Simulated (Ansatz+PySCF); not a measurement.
A calculation with PySCF 2.14.0.

```python
from pyscf import gto, scf, mp

# the (T+d) and (D+d) sets load through basis_set_exchange
mol = gto.M(atom="""
C -0.039390 0.000000 -0.828410
P 0.548310 0.000000 0.854830
H -0.051400 0.923970 -1.393690
H -0.051400 -0.923970 -1.393690
H -0.203060 -1.022750 1.380480
H -0.203060 1.022750 1.380480
""", basis={'C': 'cc-pvtz', 'H': 'cc-pvtz', 'P': 'cc-pv(t+d)z'}, charge=0, spin=1)
mf = scf.UHF(mol)
mf.kernel()
pt = mp.MP2(mf, frozen=6).run()
print(mf.e_tot, pt.e_corr, pt.e_tot)
```

The script is written out from the run's settings.

Output:

```yaml
Converged: yes
Reference_energy: -380.91226 hartree
Correlation_energy: -0.30505 hartree
Total_energy: -381.21731 hartree
Spin_squared_of_the_determinant: 0.770
```
